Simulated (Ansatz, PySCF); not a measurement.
This PySCF input computes a CCSD(T)/cc-pVDZ energy:

```python
from pyscf import gto, scf, mp, cc as ccmod

mol = gto.M(
    atom='''
    O    -0.00000000   -0.00000000   -0.10780208
    H     0.00000000    0.00000000    0.86241660
    ''',
    basis='cc-pvdz',
    charge=-1,
    spin=0,
    verbose=4,
)

mf = scf.RHF(mol)
mf.conv_tol = 1e-10
mf.max_cycle = 100
mf.kernel()
mp2 = mp.MP2(mf, frozen=1).run()
cc = ccmod.CCSD(mf, frozen=1)
cc.max_cycle = 100
cc.kernel()
et = cc.ccsd_t()
print(f'E(CCSD(T)) = {cc.e_tot + et:.9f}')
```

Task: Write an input for the same energy in Ansatz (a first-principles code) and say what it gives.

Result: 
Ansatz 0.2 input:
```yaml
crystal:
  periodic: [false, false, false]
  atoms:
    - {symbol: O, position_ang: [-0.00000000, -0.00000000, -0.10780208]}
    - {symbol: H, position_ang: [0.00000000, 0.00000000, 0.86241660]}
basis:
  gaussian:
    orbitals: cc-pVDZ
total_charge: -1
magnetization: {spin_polarized: false}
correlation: {method: ccsd_t, electrons: outside_noble_gas}
```
It gives -75.53528 Eh, and PySCF -75.53528 Eh, a difference of 0.00 mEh.
